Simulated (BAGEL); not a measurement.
# SiH2Cl2 (dichlorosilane (DCS)), step by step

We compute the energy (HF/cc-pVDZ), then a single-point energy (NEVPT2(2,2)/cc-pVDZ), then a single-point energy (CASPT2(2,2)/cc-pVDZ) of SiH2Cl2 (dichlorosilane (DCS)). 

The calculation is run with BAGEL 1.2.2.

1 further run of the same task is left out (set aside as unsound or not needed).

## (1) Starting point

SiH2Cl2 has 5 atoms, charge 0, and is taken as a singlet. As SMILES, `Cl[SiH2]Cl`. One bond was lengthened or shortened from a relaxed shape.

Bond lengths: Cl1–Si2 2.040 Å, Si2–Cl3 2.040 Å, Si2–H4 1.697 Å, Si2–H5 1.476 Å. Angles: Cl1–Si2–Cl3 110.1°, Cl1–Si2–H4 108.5°, Cl1–Si2–H5 108.5°, Cl3–Si2–H4 108.5°, Cl3–Si2–H5 108.5°, H4–Si2–H5 112.7°.

## (2) The energy at HF/cc-pVDZ (density fitting with svp-jkfit) (run 1)

File hf.json:

```json
{ "bagel": [

{
  "title": "molecule",
  "basis": "cc-pvdz.json",
  "df_basis": "svp-jkfit",
  "angstrom": true,
  "geometry": [
    { "atom": "Cl", "xyz": [      -1.068383,      -0.199805,       1.711655 ] },
    { "atom": "Si", "xyz": [       0.104517,       0.121895,       0.073455 ] },
    { "atom": "Cl", "xyz": [      -0.831483,       1.390395,      -1.221645 ] },
    { "atom": "H", "xyz": [       0.352000,      -1.362200,      -0.711200 ] },
    { "atom": "H", "xyz": [       1.364217,       0.750195,       0.515755 ] }
  ]
},

{
  "title": "hf"
},

{
  "title": "print",
  "file": "orbitals.molden",
  "orbitals": true
}

]}
```

The basis set cc-pVDZ is read from a file made from the Basis Set Exchange's data (not shown).

On the command line:

```sh
$ BAGEL_NUM_THREADS=1 BAGEL hf.json > hf.out
```

Log:

```text
* using 1 threads per process

  ===============================================================
  ===============================================================

  *** Geometry ***

  { "atom" : "Cl", "xyz" : [     -2.018951,     -0.377577,      3.234559 ] },
  { "atom" : "Si", "xyz" : [      0.197509,      0.230348,      0.138810 ] },
  { "atom" : "Cl", "xyz" : [     -1.571275,      2.627466,     -2.308574 ] },
  { "atom" : "H", "xyz" : [      0.665184,     -2.574185,     -1.343973 ] },
  { "atom" : "H", "xyz" : [      2.577997,      1.417663,      0.974636 ] },

  Number of auxiliary basis functions:      420

  Since a DF basis is specified, we compute 2- and 3-index integrals:
    o Being stored without compression. Storage requirement is 0.014 GB

  Number of basis functions:       64
  Number of electrons      :       50

    * METHOD: MOLECULE                             0.14

  *** RHF ***

  === Nuclear Repulsion ===
   190.9485393311

      * DIIS with orbital gradients will be used.

  === RHF iteration (cc-pvdz.json) ===
      0      -1209.14139835          0.00619028           0.05
      1      -1209.18143869          0.00252020           0.04
      2      -1209.18566883          0.00077747           0.05
      3      -1209.18613140          0.00017012           0.05
      4      -1209.18614741          0.00004422           0.04
      5      -1209.18614942          0.00000978           0.04
      6      -1209.18614952          0.00000210           0.04
      7      -1209.18614952          0.00000050           0.04
      8      -1209.18614952          0.00000010           0.05
      9      -1209.18614952          0.00000003           0.04
     10      -1209.18614952          0.00000001           0.04
    * SCF iteration converged.

    * Permanent dipole moment:
           (   -0.524974,     0.133728,     0.030263) a.u.

    * METHOD: HF                                   0.59

    * METHOD: PRINT                                0.01

  ===============================================================
```

Wall time 0.86 s (1 thread of Arm Neoverse V2, shared host); peak memory 0.15 GiB.

## (3) A single-point energy at NEVPT2(2,2)/cc-pVDZ (density fitting with svp-jkfit) (run 2)

File calc.json:

```json
{ "bagel" : [

{
  "title" : "molecule",
  "basis" : "cc-pvdz.json",
  "df_basis" : "svp-jkfit",
  "angstrom" : true,
  "geometry" : [
    { "atom" : "Cl", "xyz" : [      -1.068383,      -0.199805,       1.711655 ] },
    { "atom" : "Si", "xyz" : [       0.104517,       0.121895,       0.073455 ] },
    { "atom" : "Cl", "xyz" : [      -0.831483,       1.390395,      -1.221645 ] },
    { "atom" : "H", "xyz" : [       0.352000,      -1.362200,      -0.711200 ] },
    { "atom" : "H", "xyz" : [       1.364217,       0.750195,       0.515755 ] }
  ]
},

{
  "title" : "hf",
  "charge" : 0
},

{
  "title" : "nevpt2",
  "nstate" : 1,
  "nact" : 2,
  "nclosed" : 24,
  "charge" : 0,
  "active" : [21, 28],
  "maxiter" : 200,
  "natocc" : true,
  "ncore" : 15
},

{
  "title" : "print",
  "file" : "orbitals.molden",
  "orbitals" : true
}

]}
```

The basis set cc-pVDZ is read from a file made from the Basis Set Exchange's data (not shown).

On the command line:

```sh
$ BAGEL_NUM_THREADS=1 BAGEL calc.json > calc.out
```

Log:

```text
* using 1 threads per process

  ===============================================================
  ===============================================================

  *** Geometry ***

  { "atom" : "Cl", "xyz" : [     -2.018951,     -0.377577,      3.234559 ] },
  { "atom" : "Si", "xyz" : [      0.197509,      0.230348,      0.138810 ] },
  { "atom" : "Cl", "xyz" : [     -1.571275,      2.627466,     -2.308574 ] },
  { "atom" : "H", "xyz" : [      0.665184,     -2.574185,     -1.343973 ] },
  { "atom" : "H", "xyz" : [      2.577997,      1.417663,      0.974636 ] },

  Number of auxiliary basis functions:      420

  Since a DF basis is specified, we compute 2- and 3-index integrals:
    o Being stored without compression. Storage requirement is 0.014 GB

  Number of basis functions:       64
  Number of electrons      :       50

    * METHOD: MOLECULE                             0.14

  *** RHF ***

  === Nuclear Repulsion ===
   190.9485393311

      * DIIS with orbital gradients will be used.

  === RHF iteration (cc-pvdz.json) ===
      0      -1209.14139835          0.00619028           0.05
      1      -1209.18143869          0.00252020           0.05
      2      -1209.18566883          0.00077747           0.05
      3      -1209.18613140          0.00017012           0.05
      4      -1209.18614741          0.00004422           0.05
      5      -1209.18614942          0.00000978           0.05
      6      -1209.18614952          0.00000210           0.05
      7      -1209.18614952          0.00000050           0.05
      8      -1209.18614952          0.00000010           0.05
      9      -1209.18614952          0.00000003           0.05
     10      -1209.18614952          0.00000001           0.05
    * SCF iteration converged.

    * Permanent dipole moment:
           (   -0.524974,     0.133728,     0.030263) a.u.

    * METHOD: HF                                   0.60

    * freezing 15 orbitals
  ---------------------------
      CASSCF calculation
  ---------------------------

    ==== Active orbitals : =====
         Orbital 21
         Orbital 28
    ============================

    * nstate   :      1
    * nclosed  :     24
    * nact     :      2
    * nvirt    :     38
  === CASSCF iteration (cc-pvdz.json) ===

    * Using the second-order algorithm

      0  0     -1209.18671215     1.52e-04      0.01

      1  0     -1209.20112993     1.32e-03      0.19

      2  0     -1209.20389835     2.72e-04      0.21

      3  0     -1209.20399637     5.82e-05      0.23

      4  0     -1209.20399805     1.52e-05      0.22

      5  0     -1209.20399812     3.69e-06      0.23

      6  0     -1209.20399812     8.71e-07      0.22

      7  0     -1209.20399812     2.02e-07      0.23

      8  0     -1209.20399812     4.66e-08      0.21

      9  0     -1209.20399812     1.07e-08      0.19

     10  0     -1209.20399812     2.47e-09      0.17

    * Second-order optimization converged. *

     guess   0:   closed 1.                   open ..

  === FCI iteration ===

      0  0     -1209.18582018     7.00e-02      0.00
      1  0     -1209.20398282     1.60e-03      0.00
      2  0 *   -1209.20399812     5.45e-16      0.00

     * ci vector, state   0, <S^2> = 0.0000
       2.     0.9916621010
       .2    -0.1288653460

  === DF-NEVPT2 calculation ===

    * 3-index integral transformation done
    * assembly done

      NEVPT2 correlation energy:   -0.3485005365      0.05

          (+0)     -0.3162879960
          (+0)'    -0.0037102013
          (+1)     -0.0070261091
          (+1)'    -0.0000000000
          (+2)     -0.0001675288
          (-1)     -0.0130090818
          (-1)'     0.0000000000
          (-2)     -0.0082996197

      NEVPT2 total energy:       -1209.5524986596

    * METHOD: NEVPT2                               2.35

    * METHOD: PRINT                                0.01

  ===============================================================
```

Wall time 3.3 s (1 thread of Arm Neoverse V2, shared host); peak memory 0.15 GiB.

## (4) The energy at CASPT2(2,2)/cc-pVDZ (density fitting with svp-jkfit) (run 3)

File caspt2.json:

```json
{ "bagel" : [

{
  "title" : "molecule",
  "basis" : "cc-pvdz.json",
  "df_basis" : "svp-jkfit",
  "angstrom" : true,
  "geometry" : [
    { "atom" : "Cl", "xyz" : [      -1.068383,      -0.199805,       1.711655 ] },
    { "atom" : "Si", "xyz" : [       0.104517,       0.121895,       0.073455 ] },
    { "atom" : "Cl", "xyz" : [      -0.831483,       1.390395,      -1.221645 ] },
    { "atom" : "H", "xyz" : [       0.352000,      -1.362200,      -0.711200 ] },
    { "atom" : "H", "xyz" : [       1.364217,       0.750195,       0.515755 ] }
  ]
},

{ "title" : "hf" },

{ "title" : "casscf", "nstate" : 1, "nact" : 2, "nclosed" : 24, "active" : [21, 28], "maxiter" : 200, "natocc" : true },

{ "title" : "print", "file" : "orbitals.molden", "orbitals" : true },

{ "title" : "smith", "method" : "caspt2", "ms" : true, "xms" : true, "sssr" : true, "shift" : 0.2, "shift_imag" : true, "ncore" : 15 }

]}
```

The basis set cc-pVDZ is read from a file made from the Basis Set Exchange's data (not shown).

On the command line:

```sh
$ BAGEL_NUM_THREADS=1 BAGEL caspt2.json > caspt2.out
```

Log:

```text
* using 1 threads per process

  ===============================================================
  ===============================================================

  *** Geometry ***

  { "atom" : "Cl", "xyz" : [     -2.018951,     -0.377577,      3.234559 ] },
  { "atom" : "Si", "xyz" : [      0.197509,      0.230348,      0.138810 ] },
  { "atom" : "Cl", "xyz" : [     -1.571275,      2.627466,     -2.308574 ] },
  { "atom" : "H", "xyz" : [      0.665184,     -2.574185,     -1.343973 ] },
  { "atom" : "H", "xyz" : [      2.577997,      1.417663,      0.974636 ] },

  Number of auxiliary basis functions:      420

  Since a DF basis is specified, we compute 2- and 3-index integrals:
    o Being stored without compression. Storage requirement is 0.014 GB

  Number of basis functions:       64
  Number of electrons      :       50

    * METHOD: MOLECULE                             0.14

  *** RHF ***

  === Nuclear Repulsion ===
   190.9485393311

      * DIIS with orbital gradients will be used.

  === RHF iteration (cc-pvdz.json) ===
      0      -1209.14139835          0.00619028           0.05
      1      -1209.18143869          0.00252020           0.04
      2      -1209.18566883          0.00077747           0.05
      3      -1209.18613140          0.00017012           0.04
      4      -1209.18614741          0.00004422           0.04
      5      -1209.18614942          0.00000978           0.04
      6      -1209.18614952          0.00000210           0.04
      7      -1209.18614952          0.00000050           0.04
      8      -1209.18614952          0.00000010           0.04
      9      -1209.18614952          0.00000003           0.04
     10      -1209.18614952          0.00000001           0.04
    * SCF iteration converged.

    * Permanent dipole moment:
           (   -0.524974,     0.133728,     0.030263) a.u.

    * METHOD: HF                                   0.59

  ---------------------------
      CASSCF calculation
  ---------------------------

    ==== Active orbitals : =====
         Orbital 21
         Orbital 28
    ============================

    * nstate   :      1
    * nclosed  :     24
    * nact     :      2
    * nvirt    :     38
  === CASSCF iteration (cc-pvdz.json) ===

    * Using the second-order algorithm

      0  0     -1209.18671215     1.52e-04      0.01

      1  0     -1209.20112993     1.32e-03      0.19

      2  0     -1209.20389835     2.72e-04      0.21

      3  0     -1209.20399637     5.82e-05      0.23

      4  0     -1209.20399805     1.52e-05      0.22

      5  0     -1209.20399812     3.69e-06      0.23

      6  0     -1209.20399812     8.71e-07      0.22

      7  0     -1209.20399812     2.02e-07      0.23

      8  0     -1209.20399812     4.66e-08      0.21

      9  0     -1209.20399812     1.07e-08      0.19

     10  0     -1209.20399812     2.47e-09      0.17

    * Second-order optimization converged. *

     guess   0:   closed 1.                   open ..

  === FCI iteration ===

      0  0     -1209.18582018     7.00e-02      0.00
      1  0     -1209.20398282     1.60e-03      0.00
      2  0 *   -1209.20399812     5.45e-16      0.00

     * ci vector, state   0, <S^2> = 0.0000
       2.     0.9916621010
       .2    -0.1288653460

    * METHOD: CASSCF                               2.23

    * METHOD: PRINT                                0.01

  === SMITH program ===

    * freezing 15 orbitals

    * Approximate memory requirement for SMITH calulation per MPI process:
      o Storage requirement for T-amplitude, lambda, and residual is 0.01 GB
      o Storage requirement for MO integrals is 0.00 GB
    * Calculating and saving rdm4f

    * Zeroth order energy : state  0       -0.9781991214

    * CASPT2 iteration is performed using orthogonal basis

      -------------------------------------------  CASPT2 iteration  ---------------------------------------------------
       #      aibj      arbs      arbi      airj      risj      airs      arst      rist         Etot      error   time
      ------------------------------------------------------------------------------------------------------------------

       0  -0.31558  -0.01010  -0.01335  -0.00798  -0.00026  -0.00319  -0.00000  -0.00000   -0.3504621  0.0013822   0.02
       1  -0.31584  -0.01015  -0.01339  -0.00817  -0.00028  -0.00325   0.00000  -0.00000   -0.3510819  0.0002203   0.02
       2  -0.31585  -0.01015  -0.01340  -0.00817  -0.00028  -0.00325  -0.00000  -0.00000   -0.3510976  0.0000488   0.02
       3  -0.31585  -0.01015  -0.01340  -0.00817  -0.00028  -0.00325   0.00000  -0.00000   -0.3510982  0.0000108   0.02
       4  -0.31585  -0.01015  -0.01340  -0.00817  -0.00028  -0.00325  -0.00000  -0.00000   -0.3510982  0.0000022   0.02
       5  -0.31585  -0.01015  -0.01340  -0.00817  -0.00028  -0.00325  -0.00000  -0.00000   -0.3510982  0.0000004   0.02

      ------------------------------------------------------------------------------------------------------------------

    * CASPT2 energy : state  0    -1209.5573655410
        w/o shift correction      -1209.5550963549
        reference weight              0.8798481247

    * METHOD: SMITH                                0.22

  ===============================================================
```

It took 3.3 s on 1 thread of Arm Neoverse V2, shared host; peak memory 0.15 GiB.

## (5) Outcome

| quantity | value |
| --- | --- |
| run 1, HF/cc-pVDZ: total energy | -1209.18615 Eh |
| run 1, HF/cc-pVDZ: dipole moment | 1.38 D |
| run 1, HF/cc-pVDZ: HOMO energy | -12.07 eV |
| run 1, HF/cc-pVDZ: LUMO energy | 3.73 eV |
| run 1, HF/cc-pVDZ: HOMO–LUMO gap | 15.80 eV |
| run 2, NEVPT2(2,2)/cc-pVDZ: total energy | -1209.55250 Eh |
| run 3, CASPT2(2,2)/cc-pVDZ: total energy | -1209.55737 Eh |
